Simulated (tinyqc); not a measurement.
Inside a calculation. Method: RKS/PBE0 in the sto-3g basis, for H2O, spin multiplicity 1. One step of it, computed by the program tinyqc.

Problem. Iteration 2: building the Kohn-Sham matrix. J_ij = sum D_kl (ij|kl), K_ij = sum D_kl (ik|jl); F = H + J - 0.125 K + V_xc; E = tr D H + tr D J / 2 - 0.0625 tr D K + E_xc + E_nn.

D after iteration 1:
```
            1O 1s      1O 2s    1O 2px     1O 2py     1O 2pz      2H 1s      3H 1s
1O 1s    2.129245  -0.577238  0.000000   0.000000   0.036371   0.096273   0.096273
1O 2s   -0.577238   2.661920  0.000000   0.000000  -0.214365  -0.691758  -0.691758
1O 2px   0.000000   0.000000  2.000000   0.000000   0.000000   0.000000   0.000000
1O 2py   0.000000   0.000000  0.000000   0.122300   0.000000   0.340969  -0.340969
1O 2pz   0.036371  -0.214365  0.000000   0.000000   0.119913   0.323665   0.323665
2H 1s    0.096273  -0.691758  0.000000   0.340969   0.323665   1.830229  -0.070992
3H 1s    0.096273  -0.691758  0.000000  -0.340969   0.323665  -0.070992   1.830229
```

core Hamiltonian H = T + V (hartree):
```
             1O 1s      1O 2s     1O 2px     1O 2py     1O 2pz      2H 1s      3H 1s
1O 1s   -32.556630  -7.573918   0.000000   0.000000  -0.014753  -1.170011  -1.170011
1O 2s    -7.573918  -9.181039   0.000000   0.000000  -0.181067  -2.785433  -2.785433
1O 2px    0.000000   0.000000  -7.330482   0.000000   0.000000   0.000000   0.000000
1O 2py    0.000000   0.000000   0.000000  -7.427563   0.000000  -1.550632   1.550632
1O 2pz   -0.014753  -0.181067   0.000000   0.000000  -7.403639  -1.396688  -1.396688
2H 1s    -1.170011  -2.785433   0.000000  -1.550632  -1.396688  -4.472283  -1.100732
3H 1s    -1.170011  -2.785433   0.000000   1.550632  -1.396688  -1.100732  -4.472283
```

Two-electron integrals (ij|kl) in chemists' order, unique and non-zero (hartree):
```
(11|11) 4.785065    (21|11) 0.741380    (21|21) 0.136873    (22|11) 1.118947
(22|21) 0.256633    (22|22) 0.817206    (31|31) 0.024477    (32|31) 0.037809
(32|32) 0.180518    (33|11) 1.115814    (33|21) 0.256684    (33|22) 0.817023
(33|33) 0.880159    (41|41) 0.024477    (42|41) 0.037809    (42|42) 0.180518
(43|43) 0.047444    (44|11) 1.115814    (44|21) 0.256684    (44|22) 0.817023
(44|33) 0.785270    (44|44) 0.880159    (51|51) 0.024477    (52|51) 0.037809
(52|52) 0.180518    (53|53) 0.047444    (54|54) 0.047444    (55|11) 1.115814
(55|21) 0.256684    (55|22) 0.817023    (55|33) 0.785270    (55|44) 0.785270
(55|55) 0.880159    (61|11) 0.114907    (61|21) 0.021052    (61|22) 0.039277
(61|33) 0.039200    (61|41) 0.000727    (61|42) 0.001371    (61|44) 0.039335
(61|51) 0.000631    (61|52) 0.001190    (61|54) 0.000117    (61|55) 0.039302
(61|61) 0.003279    (62|11) 0.299754    (62|21) 0.069700    (62|22) 0.248216
(62|33) 0.243848    (62|41) 0.003957    (62|42) 0.031146    (62|44) 0.251181
(62|51) 0.003435    (62|52) 0.027037    (62|54) 0.006366    (62|55) 0.249374
(62|61) 0.010948    (62|62) 0.095981    (63|31) 0.007043    (63|32) 0.041902
(63|43) 0.006348    (63|53) 0.005511    (63|63) 0.013175    (64|11) 0.169515
(64|21) 0.039903    (64|22) 0.151710    (64|33) 0.144943    (64|41) 0.009017
(64|42) 0.059772    (64|44) 0.161877    (64|51) 0.001713    (64|52) 0.015512
(64|54) 0.009189    (64|55) 0.148136    (64|61) 0.006524    (64|62) 0.071303
(64|64) 0.065537    (65|11) 0.147153    (65|21) 0.034639    (65|22) 0.131697
(65|33) 0.125822    (65|41) 0.001713    (65|42) 0.015512    (65|44) 0.129500
(65|51) 0.008530    (65|52) 0.055368    (65|54) 0.009541    (65|55) 0.139616
(65|61) 0.005663    (65|62) 0.061896    (65|64) 0.045454    (65|65) 0.052633
(66|11) 0.461489    (66|21) 0.109031    (66|22) 0.446967    (66|33) 0.429527
(66|41) 0.007523    (66|42) 0.083123    (66|44) 0.459047    (66|51) 0.006530
(66|52) 0.072158    (66|54) 0.025625    (66|55) 0.451772    (66|61) 0.017246
(66|62) 0.224627    (66|64) 0.190428    (66|65) 0.165307    (66|66) 0.774606
(71|11) 0.114907    (71|21) 0.021052    (71|22) 0.039277    (71|33) 0.039200
(71|41) -0.000727   (71|42) -0.001371   (71|44) 0.039335    (71|51) 0.000631
(71|52) 0.001190    (71|54) -0.000117   (71|55) 0.039302    (71|61) 0.003233
(71|62) 0.010629    (71|64) 0.005824    (71|65) 0.005503    (71|66) 0.016613
(71|71) 0.003279    (72|11) 0.299754    (72|21) 0.069700    (72|22) 0.248216
(72|33) 0.243848    (72|41) -0.003957   (72|42) -0.031146   (72|44) 0.251181
(72|51) 0.003435    (72|52) 0.027037    (72|54) -0.006366   (72|55) 0.249374
(72|61) 0.010629    (72|62) 0.077387    (72|64) 0.039840    (72|65) 0.048550
(72|66) 0.147409    (72|71) 0.010948    (72|72) 0.095981    (73|31) 0.007043
(73|32) 0.041902    (73|43) -0.006348   (73|53) 0.005511    (73|63) 0.010266
(73|73) 0.013175    (74|11) -0.169515   (74|21) -0.039903   (74|22) -0.151710
(74|33) -0.144943   (74|41) 0.009017    (74|42) 0.059772    (74|44) -0.161877
(74|51) -0.001713   (74|52) -0.015512   (74|54) 0.009189    (74|55) -0.148136
(74|61) -0.005824   (74|62) -0.039840   (74|64) -0.010692   (74|65) -0.024495
(74|66) -0.068743   (74|71) -0.006524   (74|72) -0.071303   (74|74) 0.065537
(75|11) 0.147153    (75|21) 0.034639    (75|22) 0.131697    (75|33) 0.125822
(75|41) -0.001713   (75|42) -0.015512   (75|44) 0.129500    (75|51) 0.008530
(75|52) 0.055368    (75|54) -0.009541   (75|55) 0.139616    (75|61) 0.005503
(75|62) 0.048550    (75|64) 0.024495    (75|65) 0.040277    (75|66) 0.100960
(75|71) 0.005663    (75|72) 0.061896    (75|74) -0.045454   (75|75) 0.052633
(76|11) 0.107923    (76|21) 0.025357    (76|22) 0.098962    (76|33) 0.096466
(76|44) 0.098234    (76|51) 0.001890    (76|52) 0.018141    (76|55) 0.102076
(76|61) 0.003948    (76|62) 0.038833    (76|64) 0.025047    (76|65) 0.028163
(76|66) 0.097369    (76|71) 0.003948    (76|72) 0.038833    (76|74) -0.025047
(76|75) 0.028163    (76|76) 0.020043    (77|11) 0.461489    (77|21) 0.109031
(77|22) 0.446967    (77|33) 0.429527    (77|41) -0.007523   (77|42) -0.083123
(77|44) 0.459047    (77|51) 0.006530    (77|52) 0.072158    (77|54) -0.025625
(77|55) 0.451772    (77|61) 0.016613    (77|62) 0.147409    (77|64) 0.068743
(77|65) 0.100960    (77|66) 0.308517    (77|71) 0.017246    (77|72) 0.224627
(77|74) -0.190428   (77|75) 0.165307    (77|76) 0.097369    (77|77) 0.774606
```

nuclear repulsion = 7.84264883 hartree

V_xc (hartree):
```
            1O 1s      1O 2s     1O 2px     1O 2py     1O 2pz      2H 1s      3H 1s
1O 1s   -2.248810  -0.305220   0.000000   0.000000   0.000819  -0.047714  -0.047714
1O 2s   -0.305220  -0.558939   0.000000   0.000000  -0.006897  -0.174459  -0.174459
1O 2px   0.000000   0.000000  -0.596186   0.000000   0.000000   0.000000   0.000000
1O 2py   0.000000   0.000000   0.000000  -0.538765   0.000000  -0.111033   0.111033
1O 2pz   0.000819  -0.006897   0.000000   0.000000  -0.534282  -0.100199  -0.100199
2H 1s   -0.047714  -0.174459   0.000000  -0.111033  -0.100199  -0.410099  -0.071701
3H 1s   -0.047714  -0.174459   0.000000   0.111033  -0.100199  -0.071701  -0.410099
```

E_xc = sum of w rho eps_xc = -6.65802991 hartree

Give: Coulomb J; exchange K; Kohn-Sham matrix F; total energy of this density.

Solution.

Coulomb J (hartree):
```
          1O 1s   1O 2s  1O 2px   1O 2py  1O 2pz   2H 1s    3H 1s
1O 1s   16.1236  2.9893  0.0000   0.0000  0.0133  0.4608   0.4608
1O 2s    2.9893  7.4213  0.0000   0.0000  0.2054  2.3425   2.3425
1O 2px   0.0000  0.0000  7.4644   0.0000  0.0000  0.0000   0.0000
1O 2py   0.0000  0.0000  0.0000   7.4016  0.0000  1.4563  -1.4563
1O 2pz   0.0133  0.2054  0.0000   0.0000  7.3736  1.3255   1.3255
2H 1s    0.4608  2.3425  0.0000   1.4563  1.3255  4.7949   0.9918
3H 1s    0.4608  2.3425  0.0000  -1.4563  1.3255  0.9918   4.7949
```

exchange K (hartree):
```
         1O 1s   1O 2s  1O 2px   1O 2py  1O 2pz   2H 1s    3H 1s
1O 1s   9.7513  1.5778  0.0000   0.0000  0.0094  0.2525   0.2525
1O 2s   1.5778  2.3331  0.0000   0.0000  0.0165  0.7981   0.7981
1O 2px  0.0000  0.0000  2.2101   0.0000  0.0000  0.0000   0.0000
1O 2py  0.0000  0.0000  0.0000   1.0094  0.0000  0.5018  -0.5018
1O 2pz  0.0094  0.0165  0.0000   0.0000  0.9260  0.4691   0.4691
2H 1s   0.2525  0.7981  0.0000   0.5018  0.4691  1.5826   0.3374
3H 1s   0.2525  0.7981  0.0000  -0.5018  0.4691  0.3374   1.5826
```

Kohn-Sham matrix F (hartree):
```
           1O 1s    1O 2s   1O 2px   1O 2py   1O 2pz    2H 1s    3H 1s
1O 1s   -19.9008  -5.0871   0.0000   0.0000  -0.0018  -0.7885  -0.7885
1O 2s    -5.0871  -2.6103   0.0000   0.0000   0.0154  -0.7172  -0.7172
1O 2px    0.0000   0.0000  -0.7385   0.0000   0.0000   0.0000   0.0000
1O 2py    0.0000   0.0000   0.0000  -0.6909   0.0000  -0.2681   0.2681
1O 2pz   -0.0018   0.0154   0.0000   0.0000  -0.6801  -0.2300  -0.2300
2H 1s    -0.7885  -0.7172   0.0000  -0.2681  -0.2300  -0.2853  -0.2229
3H 1s    -0.7885  -0.7172   0.0000   0.2681  -0.2300  -0.2229  -0.2853
```

total energy of this density = -74.225881 hartree
